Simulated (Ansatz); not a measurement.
This geometry of BH$_{5}$S (7 atoms, charge 0, multiplicity 1) is a first-order saddle point.

Method: RKS BLYP/def2-SVP (Ansatz 0.2.0).

```xyz
7
Properties=species:S:1:pos:R:3
B -0.010 -0.226 0.072
H -0.252 0.125 1.300
H 1.028 0.314 -0.233
H -1.040 -0.126 -0.548
S 0.489 -2.238 0.330
H -0.787 -2.721 0.352
H 0.036 -0.966 1.270
```

Problem. Which two structures does it join? (They come from a converged band through this point; their orientation in space is the band's.)

Solution. Bonds broken: B1–H2, S5–H7. Bonds formed: H2–H7. BH5S becomes BH3S + H2.

First end point:

```xyz
7
Properties=species:S:1:pos:R:3
B 0.032 0.016 0.071
H 0.347 0.691 1.040
H 0.866 -0.012 -0.821
H -1.137 0.054 -0.269
S 0.327 -1.867 0.865
H -0.240 -2.698 -0.062
H -0.732 -2.021 1.718
```

Last end point:

```xyz
7
Properties=species:S:1:pos:R:3
B 0.068 -0.429 -1.192
H -0.240 -0.544 3.853
H 0.973 0.335 -1.433
H -1.041 -0.296 -1.652
S 0.480 -1.785 -0.103
H -0.734 -2.412 -0.061
H -0.041 -0.707 3.131
```

Problem. How far does it lie above each of them?

Solution. 0.65 eV above the first and 1.00 eV above the second. This is the barrier of this one path; another mechanism may lie lower. The orbitals stay closed-shell, which can raise the energy where a bond breaks towards radicals; this wasn't checked here.

Time of the run: 90 s on 1 thread of Arm Neoverse V2 (shared host), peak memory 0.098 GiB.
